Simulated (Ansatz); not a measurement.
Consider V in the bcc (W type) structure (space group Im-3m, No. 229; a = 2.983 Å).

Calculations: r2SCAN in Ansatz (plane waves to 500 eV, PAW, without spin-orbit coupling).

One thing is altered: full substitution V → Ta, then cell and atoms are relaxed.

Measured lattice parameter a: V 3.021 Å (static lattice; corrected from measurement; as listed in Daniel Mejia-Rodriguez, S. B. Trickey, Phys. Rev. B (2018)); Ta 3.299 Å (static lattice; corrected from measurement; as listed in Daniel Mejia-Rodriguez, S. B. Trickey, Phys. Rev. B (2018)).

Task: How well does r2SCAN reproduce the measured shift?

Result: With r2SCAN the lattice parameter a moves by +0.322 Å (2.983 → 3.305) against +0.278 Å measured.

Whether these cells are dynamically stable was not tested. Seeded moments were not kept for the base. All final runs are without spin polarisation.

Ansatz is a program for electronic structure.
